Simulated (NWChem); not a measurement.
# Na cation

Give the principal values of the shielding tensors (ppm) of Na1 from PBE0/pcSseg-2, GIAO (NWChem), with their diamagnetic and paramagnetic parts as GIAO splits them.


```tsv
atom	σ11	σ22	σ33	isotropic	diamagnetic	paramagnetic
Na1	623.7	623.7	623.7	623.7	623.7	0.0
```
